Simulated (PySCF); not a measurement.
## Spin-orbit coupling and the first ionisation energy along group 13

Two-component X2C-1e calculated with PySCF 2.14: MP2 on generalised Hartree-Fock spinors (GMP2), with spin-orbit coupling off and on (screened by Boettger's factors); no Breit or QED terms. Values in eV; the references (NIST) lie between the lowest levels. Elements whose determinants are no pure J levels are left out.

| element | configurations | spin-free | with spin-orbit | shift | reference |
| --- | --- | --- | --- | --- | --- |
| B (x2c-SVPall-2c with one added diffuse shell of s type, 1s2 frozen) | [He] 2s2 2p1 → [He] 2s2 | 8.201 | 8.203 | 0.001 | 8.298 |
| Al (x2c-SVPall-2c with one added diffuse shell each of s, p type, [Ne] frozen) | [Ne] 3s2 3p1 → [Ne] 3s2 | 5.667 | 5.676 | 0.009 | 5.986 |
| Ga (x2c-SVPall-2c with one added diffuse shell each of s, p, d type, [Ne] frozen) | [Ar] 3d10 4s2 4p1 → [Ar] 3d10 4s2 | 5.791 | 5.858 | 0.067 | 5.999 |
| In (x2c-SVPall-2c with one added diffuse shell each of s, p type, [Ar] 3d10 frozen) | [Kr] 4d10 5s2 5p1 → [Kr] 4d10 5s2 | 5.372 | 5.559 | 0.187 | 5.786 |
| Tl (x2c-SVPall-2c with one added diffuse shell each of s, p type, [Kr] 4d10 4f14 frozen) | [Xe] 4f14 5d10 6s2 6p1 → [Xe] 4f14 5d10 6s2 | 5.064 | 5.733 | 0.669 | 6.108 |

The largest shift is at Tl, 0.669 eV, where spin-orbit coupling lowers the species with more electrons by more than the one with fewer (starting occupations 6p1/2^1 and closed).

What remains against the references is mostly the basis and correlation beyond MP2.
